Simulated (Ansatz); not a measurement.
`CCO` → `[CH3]`• + `[CH2]O`•  (homolysis of the C–C bond)

Calculated with Ansatz (gas phase, PBE0-D4/def2-TZVP geometries, no zero-point term in ΔE). CBS: MP2 limit from def2 TZ/QZ plus the TZ coupled-cluster correction, frozen cores. This one scheme is used for every species. Functionals use def2-TZVPP. B3LYP here is the variant with VWN-RPA as its local correlation; programs differ in this. HSE06 is defined as in plane-wave codes. Open shells (•) are unrestricted, without spin–orbit coupling. One conformer a species, not always the lowest.

`CCO`:

Z-matrix (Å, degrees):
```
C
C 1 1.513
H 1 1.092 2 110.6
H 1 1.093 2 110.8 3 120.4
H 1 1.095 2 111.1 3 -120.1
O 2 1.413 1 112.9 3 56.8
H 2 1.099 1 110.2 3 -178.8
H 2 1.093 1 110.3 3 -60.9
H 6 0.961 2 108.2 1 58.8
```

`[CH3]`•:

Cartesian coordinates in Å:
```
C 0.000 0.000 0.000
H -0.916 -0.161 0.550
H -0.036 0.385 -1.009
H 0.952 -0.224 0.459
```

`[CH2]O`•:

```xyz
5

C     0.107    0.025    0.438
O     0.105   -0.499   -0.813
H     1.024   -0.145    0.982
H    -0.526    0.877    0.656
H    -0.709   -0.257   -1.262
```

```csv
level,ΔE (kJ/mol),difference from CCSD(T)/CBS
LDA (SPW92),449.7,58.4
PBE-D4,381.7,-9.6
revPBE-D4,370.6,-20.7
r2SCAN-D4,355.4,-35.9
B97M-V,382.7,-8.6
PBE0-D4,379.2,-12.1
B3LYP-D4,367.1,-24.2
r2SCANh-D4,355.2,-36.1
r2SCAN0-D4,355.2,-36.1
HSE06-D4,379.5,-11.8
BHLYP-D4,361.2,-30.1
CAM-B3LYP-D4,373.4,-17.9
ωB97X-V,390.2,-1.1
ωB97M-V,389.6,-1.7
B2PLYP,372.2,-19.1
PBE-QIDH,386.8,-4.5
PBE,376.7,-14.6
BLYP,350.1,-41.2
PBE0,375.1,-16.2
B3LYP,359.2,-32.1
r2SCANh,353.9,-37.4
r2SCAN0,353.8,-37.5
HSE06,375.7,-15.6
BHLYP,355.9,-35.4
CAM-B3LYP,369.3,-22.0
LC-ωPBE,370.8,-20.5
RPA@PBE/def2-TZVPP,374.7,-16.6
HF/def2-SVP,277.8,-113.5
MP2/def2-SVP,397.3,6.0
CCSD/def2-SVP,376.6,-14.7
CCSD(T)/def2-SVP,383.6,-7.7
HF/def2-TZVPP,267.1,-124.2
MP2/def2-TZVPP,400.7,9.4
SCS-MP2/def2-TZVPP,397.0,5.7
CCSD/def2-TZVPP,374.1,-17.2
CCSD(T)/def2-TZVPP,383.3,-8.0
HF/def2-QZVPP,266.5,-124.8
SCS-MP2/def2-QZVPP,402.1,10.8
HF/CBS(def2),266.4,-124.9
CCSD/CBS(def2),382.1,-9.2
CCSD(T)/CBS,391.3,0
```

Task: What do rigid-rotor, harmonic-oscillator terms from PBE0-D4/def2-TZVP frequencies (298.15 K, 1 bar) make of the CCSD(T)/CBS value? (Estimate.)

Result: The calculation gave: ΔZPE = -34.0 kJ/mol, ΔH = +365.4 kJ/mol, ΔS = 166 J/(mol·K), ΔG = +316.0 kJ/mol. Open shells count their whole term as degenerate.

Largest T1 diagnostic among the species: 0.016.

From BLYP to BHLYP (50 % exact exchange), in def2-TZVPP and without D4, ΔE moves by +5.8 kJ/mol. The D4 term adds +7.9 kJ/mol with B3LYP and +4.1 kJ/mol with PBE0; it sums over pairs of atoms, weighted by their polarisabilities, and B3LYP, whose exchange is more repulsive, gets the larger term.
